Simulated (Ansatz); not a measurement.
# B₂SiH (sextet): the correlation ladder, cc-pVDZ

The task here is to estimate one member of a computed series from the others.

Program: Ansatz 0.2.0, Gaussian basis. Level of theory: cc-pVDZ, core rule «outside noble gas», up to 7 orbitals frozen. These are calculated values, not measurements.

Plan: UHF; CCSD(T) on ROHF; CCSD(T) on UHF; BCCD(T) on ROHF; CISD as a restricted active space (open shells left free, so some higher excitations enter); CCSDT(Q) on ROHF; CCSDT(Q) on UHF; CASSCF and NEVPT2, 11 electrons in 11 orbitals.

19 further runs of the same task are left out: 5 that didn't finish, 14 set aside as unsound or not needed. Runs told in other sessions of the task aren't counted.

## What is computed

The geometry is a PBE0/def2-TZVP stationary point (not a proven minimum) of the parent state, kept for this charge and spin.

4 atoms, charge 0, spin multiplicity 6.

Atoms are counted from 1 here; the program's logs count them from 0.

Bond lengths: B1–Si2 1.995 Å, B1–B3 1.731 Å, Si2–B3 1.946 Å, B3–H4 1.188 Å. Angles: Si2–B1–B3 62.5°, B1–Si2–B3 52.1°, B1–B3–Si2 65.4°, B1–B3–H4 134.1°, Si2–B3–H4 160.5°.

Set-up of the first run:

in.yaml

```yaml
crystal:
  periodic: [false, false, false]
  atoms:
    - {symbol: B, position_ang: [0.000000, -1.102278, -0.760213]}
    - {symbol: Si, position_ang: [0.000000, 0.151019, 0.792273]}
    - {symbol: B, position_ang: [0.000000, 0.594686, -1.102049]}
    - {symbol: H, position_ang: [0.000000, 1.236325, -2.101784]}
basis:
  gaussian: {orbitals: cc-pVDZ}
magnetization: {spin_polarized: true, initial_magnetization: 5}
hamiltonian: {xc: hf}
output: {orbitals: {seedname: orbitals}}
```

Started as:

```
ansatz run in.yaml --threads 1 --pin off --events-out ev --progress --plain --max-ram 2393MiB
```

Steps of the session up to this table: UHF; CCSD(T) on ROHF; CCSD(T) on UHF; BCCD(T) on ROHF; CISD as a restricted active space (open shells left free, so some higher excitations enter); CCSDT(Q) on ROHF; CCSDT(Q) on UHF; CASSCF and NEVPT2, 11 electrons in 11 orbitals.

One table of the session follows, with a row left open; its other results are not shown here.

It belongs to the step «Misses and costs». 

```
         method  from UCCSDT(Q) (meV)
           ROHF               +6213.4
            UHF               +6085.6
           RMP2               +1315.4
           UMP2               +1388.5
           CISD                     ?
          RCCSD                +339.4
          UCCSD                +334.1
       RCCSD(T)                 +75.5
       UCCSD(T)                 +75.3
        BCCD(T)                 +70.5
         RCCSDT                 +23.1
         UCCSDT                 +21.7
      RCCSDT(Q)                  +1.5
      UCCSDT(Q)                     0
CASSCF frontier               +4618.3
NEVPT2 frontier               +1257.1
```

Q: Estimate the row for CISD from the others.

**Answer.** from UCCSDT(Q) (meV): +725.7. In the column «from UCCSDT(Q) (meV)» it lies between RCCSD (+339.4) and NEVPT2 frontier (+1257.1).

To keep in mind: Restricted and unrestricted rows rest on different reference determinants; a gap between their highest levels can come from leftover correlation error, from unlike frozen cores or from another state.
